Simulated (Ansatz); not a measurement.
**C₂H₂+ (doublet): from Hartree-Fock to the top rungs, cc-pVTZ**

How much of the correlation energy of C₂H₂+ (doublet) does each wave-function method recover here?

Program: Ansatz 0.2.0, Gaussian basis. Level of theory: cc-pVTZ, core rule «outside noble gas», up to 2 orbitals frozen. These are calculated values, not measurements.

To be run: UHF; CCSD(T) on ROHF; CCSD(T) on UHF; BCCD(T) on ROHF; CCSDT(Q) on ROHF; CCSDT(Q) on UHF; CASSCF and MRCISD+Q, 9 electrons in 10 orbitals; CASSCF and NEVPT2, 9 electrons in 10 orbitals.

2 further runs of the same task are left out: 2 set aside as unsound or not needed.

## (1) The system

The geometry is a PBE0/def2-TZVP stationary point (not a proven minimum) of the parent state, kept for this charge and spin.

4 atoms, charge 1, spin multiplicity 2.

Atoms are counted from 1 here; the program's logs count them from 0.

Bond lengths: C1–C2 1.291 Å, C1–H3 1.088 Å, C1–H4 1.088 Å. Angles: C2–C1–H3 120.3°, C2–C1–H4 120.3°, H3–C1–H4 119.4°.

## (2) UHF

Input file in.yaml:

```yaml
crystal:
  periodic: [false, false, false]
  atoms:
    - {symbol: C, position_ang: [0.000000, 0.000000, 0.552818]}
    - {symbol: C, position_ang: [0.000000, 0.000000, -0.737775]}
    - {symbol: H, position_ang: [0.000000, -0.939613, 1.101979]}
    - {symbol: H, position_ang: [0.000000, 0.939613, 1.101979]}
basis:
  gaussian: {orbitals: cc-pVTZ}
total_charge: 1
magnetization: {spin_polarized: true, initial_magnetization: 1}
hamiltonian: {xc: hf}
output: {orbitals: {seedname: orbitals}}
```

Started as:

```bash
ansatz run in.yaml --threads 1 --pin off --events-out ev --progress --plain --max-ram 4096MiB --backend cpu
```

After this run come: CCSD(T) on ROHF; CCSD(T) on UHF; BCCD(T) on ROHF; CCSDT(Q) on ROHF; CCSDT(Q) on UHF; CASSCF and MRCISD+Q, 9 electrons in 10 orbitals; CASSCF and NEVPT2, 9 electrons in 10 orbitals.

**Question.** What will the summary of the whole plan be? Wanted: UCCSDT(Q) below the RHF energy; RMP2 from UCCSDT(Q); UMP2 from UCCSDT(Q); RCCSD from UCCSDT(Q); RCCSD(T) from UCCSDT(Q); UCCSD(T) from UCCSDT(Q); RCCSDT(Q) from UCCSDT(Q); NEVPT2 valence from UCCSDT(Q); MRCISD+Q valence from UCCSDT(Q).

As calculated:

```
                         quantity                      value
   UCCSDT(Q) below the RHF energy                 -7.6827 eV
              RMP2 from UCCSDT(Q)                +1203.9 meV
              UMP2 from UCCSDT(Q)                +1422.3 meV
             RCCSD from UCCSDT(Q)                 +424.9 meV
          RCCSD(T) from UCCSDT(Q)                  +58.2 meV
          UCCSD(T) from UCCSDT(Q)                  +68.3 meV
         RCCSDT(Q) from UCCSDT(Q)                   +5.3 meV
    NEVPT2 valence from UCCSDT(Q)                 +808.7 meV
  MRCISD+Q valence from UCCSDT(Q)                  +48.2 meV
levels within 1 kcal/mol (43 meV)  RCCSDT, UCCSDT, RCCSDT(Q)
                    T1 diagnostic                      0.037
   effectively unpaired electrons                       1.09
```

In words: RCCSD(T) lands +58.2 meV from the yardstick (0.8 % of the correlation energy). One determinant dominates. Of the multireference levels listed MRCISD+Q valence comes nearest in total energy (+48.2 meV), which doesn't show that its space is the better one. Coupled cluster took another determinant than the lowest Hartree-Fock one. These misses are within one basis, not against nature; the frozen cores of restricted and unrestricted runs differ, which can shift their rows.
